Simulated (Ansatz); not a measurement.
Energy needed to pull apart AlH3S2, closed shell, into free ground-state atoms, from the structure below (displaced at random from a GFN2-xTB minimum); no zero-point or spin–orbit terms; open-shell atoms are treated unrestricted, in their ground-state multiplicity.

```xyz
6
angstrom
Al -0.7116 0.2254 -0.5691
S -0.7154 -0.9178 1.3810
S 1.1662 -0.8615 0.4647
H -1.1280 -0.4576 -1.8071
H -0.4044 1.6637 -0.5233
H 1.6411 0.2194 1.1210
```

Program: Ansatz 0.2.0. Basis: def2-TZVPP. Cores are frozen in the correlated methods.

```csv
method,atomization energy (kJ/mol)
PBE-D4,?
r2SCAN-D4,1566
PBE0-D4,1539
r2SCANh-D4,1555
CAM-B3LYP-D4,1532
wB97M-V,1571
HF,?
MP2,1509
CCSD,1463
CCSD(T),1495
```

Q: What does PBE-D4 give? (An estimate is asked for; the value comes from the calculation.)

A: By the calculation: 1559 kJ/mol, which is about 64 kJ/mol more than CCSD(T)/def2-TZVPP.

Q: What does HF give? (Judge from chemistry; the value comes from the calculation.)

A: Computed: 1063 kJ/mol, which is about 432 kJ/mol less than CCSD(T)/def2-TZVPP.

In triple zeta the MP2 and coupled-cluster atomization energies are still short of their basis limit by a few kcal/mol a bond, whereas those of the functionals are nearly converged, so these differences are not deviations from converged CCSD(T).

T1 diagnostic: at most 0.012.

For scale, one of the runs: CCSD(T)/def2-TZVPP forces, 168 basis functions (an equivalent command: `ansatz run in.yaml --threads 4`). The run took 51 s on 4 CPU threads (shared host), with 2.2 GiB of host memory at its peak.
